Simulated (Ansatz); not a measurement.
## How far each method lies from full CI for SiH2, triplet

Geometry: displaced at random from a stationary point.

```xyz
3

Si   -0.0015   -0.0516    0.0022
H    -0.0024    0.6899   -1.2874
H     0.0456    0.7492    1.2268
```

Basis cc-pVDZ; Ansatz 0.2.0. Correlated methods freeze the noble-gas cores, which leaves 6 electrons in 23 orbitals. Prefix R: restricted or restricted open-shell reference; prefix U: unrestricted. Active spaces: valence = (6e, 6o) chosen from the atoms' valence shells.

Full CI is exact within this basis and frozen core; it isn't the basis-set limit. The frozen core follows each run's orbitals, which can shift R against U totals by a few meV.

For open shells CISD is restricted-active-space CI with the open shells as a complete middle space.

```
UHF ⟨S²⟩                          : 2.005
T1 diagnostic (RCCSD)             : 0.0199
largest doubles amplitude (RCCSD) : 0.035
T1 diagnostic (UCCSD)             : 0.0148
```

```csv
level,E − E(RHF) (eV)
UHF,-0.0478
RMP2,-2.0128
UMP2,-2.0169
RCCSD,-2.6113
UCCSD,-2.6122
RCCSD(T),-2.6616
UCCSD(T),-2.6620
```

Task: Estimate how far full CI in cc-pVDZ lies from RCCSD(T). The table doesn't fix it; the size of (T) and the diagnostics are the guide.

Result: Full CI in cc-pVDZ lies 17 meV below RCCSD(T), which is 34 % of the (T) step (-50 meV). The diagnostics give no warning, yet the rest is a sizeable part of (T).

The other levels:

```json
{"level": "CISD", "E − E(full CI) (meV)": "126", "share of correlation (%)": "95.31", "wall time": "0.33 s"}
{"level": "BCCD(T)", "E − E(full CI) (meV)": "17", "share of correlation (%)": "99.36", "wall time": "0.33 s"}
{"level": "RCCSDT", "E − E(full CI) (meV)": "1", "share of correlation (%)": "99.96", "wall time": "–"}
{"level": "UCCSDT", "E − E(full CI) (meV)": "1", "share of correlation (%)": "99.97", "wall time": "–"}
{"level": "RCCSDT(Q)", "E − E(full CI) (meV)": "0", "share of correlation (%)": "99.99", "wall time": "1.9 s"}
{"level": "UCCSDT(Q)", "E − E(full CI) (meV)": "0", "share of correlation (%)": "100.00", "wall time": "1.8 s"}
{"level": "RCCSDTQ", "E − E(full CI) (meV)": "0", "share of correlation (%)": "100.00", "wall time": "11 s"}
{"level": "CASSCF (valence space)", "E − E(full CI) (meV)": "1854", "share of correlation (%)": "30.78", "wall time": "–"}
{"level": "NEVPT2 (valence space)", "E − E(full CI) (meV)": "585", "share of correlation (%)": "78.16", "wall time": "0.3 s"}
{"level": "MRCISD (valence space)", "E − E(full CI) (meV)": "76", "share of correlation (%)": "97.16", "wall time": "–"}
{"level": "MRCISD+Q (valence space)", "E − E(full CI) (meV)": "3", "share of correlation (%)": "99.88", "wall time": "0.57 s"}
{"level": "MRCISD+Q(relaxed) (valence space)", "E − E(full CI) (meV)": "-20", "share of correlation (%)": "100.73", "wall time": "0.63 s"}
```

The correlation energy at full CI, counted from RHF, is -2.679 eV. That run took 3 s on 1 thread of Arm Neoverse V2, shared host over 1,563,320 determinants.

Times hold each run's SCF and search for its determinant on a shared host, so for small cases they say little of a method's own cost; they ran on 1 thread of Arm Neoverse V2.

More than 5 meV below full CI, which no variational method can be: MRCISD+Q(relaxed) (valence space).

The full-CI state has the irrep A'' of Cs, in the program's axes.

Natural occupations of full CI about the gap: 1.956 1.946 0.992 0.988 0.030 0.022 0.010 0.009 0.009 0.008; effectively unpaired electrons, Σ n²(2−n)², 2.03.
